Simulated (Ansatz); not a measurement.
Input file:

```yaml
crystal:
  periodic: [false, false, false]
  atoms:
    - {symbol: B, position_ang: [0.000000, 0.000000, 1.306995]}
    - {symbol: P, position_ang: [0.000000, 0.000000, -0.580784]}
    - {symbol: H, position_ang: [0.000000, 1.031797, 1.914372]}
    - {symbol: H, position_ang: [0.000000, -1.031797, 1.914372]}
basis:
  gaussian: {orbitals: cc-pVDZ}
magnetization: {spin_polarized: true, initial_magnetization: 2}
correlation: {method: mp2, electrons: outside_noble_gas}
scf: {lower_state_search: off}
```

```sh
$ ansatz run in.yaml --threads 1 --pin off --events-out ev --progress --plain --max-ram 2393MiB
```

Output:

```
these checks for a lower state are left out or cut short: stability, starts, cluster_reference, orbital_swaps, neighbouring_geometries, increment
409 factors; integrals over basis functions are off by at most 8.1e-4 eV
mean field evaluation 1: about -9972.9471 eV, gradient 8.5e0 eV
mean field evaluation 2: about -9972.9789 eV, gradient 8.6e0 eV
mean field evaluation 4: about -9973.9642 eV, gradient 9.7e-1 eV
mean field evaluation 8: about -9973.9906 eV, gradient 9.2e-4 eV
mean field -9973.99063954 eV, -366.5373953894 hartree, gradient 2.4e-6 eV, S^2 2.017595; 0 other end points of the search recorded, 0 dependent functions left out
6 core orbitals not correlated: weight in the atoms' cores, before any rotation towards them, 1.000 or more for the frozen orbitals, at most 0.000 for the correlated occupied ones
reference -9973.99063954 eV, -366.5373953894 hartree; 6, 4 occupied and 30, 32 virtual orbitals, 409 factors
second order -4.29287887 eV of doubles, -0.00000000 eV of singles
Total energy: -9978.28351841 eV, -366.6951557780 hartree
Checks for a lower state left out: stability, starts, cluster_reference, orbital_swaps, neighbouring_geometries, increment
```

Ran on 1 thread of Intel Xeon, shared host: 1.3 s wall, 0.08 GiB peak host memory.
